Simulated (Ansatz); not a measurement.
Cost and result up the ladder for Al₃H₂ (5 atoms). Total charge 0; doublet. Geometry: B3LYP-D4/def2-TZVP.

| atom | x (Å) | y (Å) | z (Å) |
| --- | --- | --- | --- |
| Al1 | 0.515 | 2.025 | 0.088 |
| Al2 | -1.239 | 0.351 | -0.518 |
| Al3 | 1.242 | -0.326 | 0.527 |
| H4 | 2.048 | -1.655 | 0.922 |
| H5 | -2.567 | -0.394 | -1.019 |

Ansatz on 4 threads of Arm Neoverse V1 on a shared host. Times are rough, and most runs start from the orbitals of an earlier one. PBE0-D4/def2-TZVPD serves as the yardstick here, not as an exact answer. Differences are given only for rows in sets of like size (and for xTB, whose basis is part of the method), since another set adds its own error. Binding counts from free atoms at the same level (Al doublet, H doublet; other spins of the atoms weren't run), without zero-point energy or a counterpoise term.

LC-ωPBE has ω = 0.4 bohr⁻¹. B3LYP takes the VWN-RPA correlation. Correlated methods freeze 15 core orbitals. In CCSD on the charge 0 doublet the largest single amplitude is 0.23, so its Hartree–Fock determinant may place the open shell otherwise than the density functionals do. The structure comes from a short search, and lower isomers may exist.

Run but left out: MP2/def2-TZVP (⟨S²⟩ 1.14, where a pure state has 0.75); HF/6-31G (a determinant that CCSD turns far, T1 0.071).

Correlated methods converge slowly with the basis.

```tsv
level	functions	wall time
LDA (SPW92)/def2-TZVP	123	0.7 s
PBE-D4/def2-SVP	64	0.8 s
B3LYP-D4/6-31G	43	0.9 s
PBE0-D4/def2-SVP	64	1 s
PBE-D4/def2-TZVP	123	1.5 s
revPBE-D4/def2-TZVP	123	1.5 s
PBE-D4/def2-TZVPD	147	2.2 s
PBE0-D4/def2-TZVPD	147	2.9 s
r2SCAN-D4/def2-TZVP	123	4.1 s
r2SCANh-D4/def2-TZVP	123	4.5 s
LC-ωPBE/def2-TZVP	123	4.7 s
r2SCAN-D4/def2-TZVPD	147	5.5 s
CCSD(T)/def2-TZVPD	147	13 s
CCSD(T)/def2-TZVPP	154	16 s
```

Question: Estimate what each level gives for the binding energy per atom (eV).

Answer: 
| level | binding energy per atom (eV) | difference from PBE0-D4/def2-TZVPD (eV) | remarks |
| --- | --- | --- | --- |
| LDA (SPW92)/def2-TZVP | 2.19 | 0.26 | – |
| PBE-D4/def2-SVP | 1.96 | – | – |
| B3LYP-D4/6-31G | 1.73 | – | – |
| PBE0-D4/def2-SVP | 1.93 | – | – |
| PBE-D4/def2-TZVP | 1.96 | 0.03 | – |
| revPBE-D4/def2-TZVP | 1.92 | -0.02 | – |
| PBE-D4/def2-TZVPD | 1.96 | 0.03 | – |
| PBE0-D4/def2-TZVPD | 1.93 | 0.00 | – |
| r2SCAN-D4/def2-TZVP | 2.00 | 0.07 | – |
| r2SCANh-D4/def2-TZVP | 1.98 | 0.05 | – |
| LC-ωPBE/def2-TZVP | 1.87 | -0.06 | – |
| r2SCAN-D4/def2-TZVPD | 2.01 | 0.07 | – |
| CCSD(T)/def2-TZVPD | 1.85 | -0.09 | large T1 (0.071), spin-contaminated (⟨S²⟩ 1.14) |
| CCSD(T)/def2-TZVPP | 1.87 | -0.06 | large T1 (0.071), spin-contaminated (⟨S²⟩ 1.14) |
